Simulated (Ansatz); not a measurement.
# PBr⁻, doublet: vertical spin and charge gaps

Geometry (PBE0/def2-TZVPD stationary point for this spin):

```yaml
atoms:
  - { symbol: P, position_ang: [0.0000, 0.0000, 0.0000] }
  - { symbol: Br, position_ang: [0.0000, 0.0000, 2.3163] }
```

Basis aug-cc-pVDZ; Ansatz 0.2.0. Correlated methods freeze the noble-gas cores and the filled d shells of p-block atoms. Prefix R: restricted or restricted open-shell reference; prefix U: unrestricted. Active spaces: valence = (13e, 8o) chosen from the atoms' valence shells. No spin–orbit coupling is included, and no scalar relativity.

Gaps are energies of the second state less the first, at fixed atoms, for a selection of the levels run; each method lands on the state that its own search finds for that charge and spin.

For open shells CISD is restricted-active-space CI with the open shells as a complete middle space. The highest occupied Kohn–Sham level of the anion is positive, up to +1.46 eV, so in those functionals the extra electron is held by the basis alone, which enters their differences from the reference.

Removing an electron, to the triplet: 1.090 eV at UCCSDT(Q).

```json
{"level": "UHF", "gap (eV)": "0.428", "error (meV)": "-662"}
{"level": "UMP2", "gap (eV)": "1.097", "error (meV)": "7"}
{"level": "CISD", "gap (eV)": "0.923", "error (meV)": "-167"}
{"level": "UCCSD", "gap (eV)": "1.067", "error (meV)": "-23"}
{"level": "UCCSD(T)", "gap (eV)": "1.091", "error (meV)": "1"}
{"level": "BCCD(T)", "gap (eV)": "1.091", "error (meV)": "1"}
{"level": "UCCSDT", "gap (eV)": "1.088", "error (meV)": "-2"}
{"level": "CASSCF (valence space)", "gap (eV)": "0.258", "error (meV)": "-832"}
{"level": "NEVPT2 (valence space)", "gap (eV)": "0.817", "error (meV)": "-273"}
{"level": "MRCISD (valence space)", "gap (eV)": "0.875", "error (meV)": "-215"}
{"level": "MRCISD+Q (valence space)", "gap (eV)": "1.025", "error (meV)": "-65"}
{"level": "PBE", "gap (eV)": "1.318", "error (meV)": "228"}
{"level": "r2SCAN", "gap (eV)": "1.296", "error (meV)": "206"}
{"level": "PBE0", "gap (eV)": "1.344", "error (meV)": "254"}
{"level": "B3LYP", "gap (eV)": "1.418", "error (meV)": "328"}
{"level": "r2SCAN0", "gap (eV)": "1.321", "error (meV)": "231"}
{"level": "wB97M-V", "gap (eV)": "1.468", "error (meV)": "378"}
{"level": "B2PLYP", "gap (eV)": "1.266", "error (meV)": "176"}
{"level": "RPA-PBE", "gap (eV)": "1.383", "error (meV)": "293"}
```

In so small a basis the reference is far from its limit while semilocal and hybrid functionals are nearer theirs (RPA and double hybrids share part of the reference's basis error), so the functionals' errors here hold much of the reference's basis and frozen-core error, which can add to them or hide them.

Full CI isn't at hand for all of this; UCCSDT(Q) serves as the reference, and is uncertain by the last step of the cluster series or more. The frozen core follows each run's orbitals, which can shift R against U totals by a few meV for light atoms and by up to 0.1 eV past Ca.
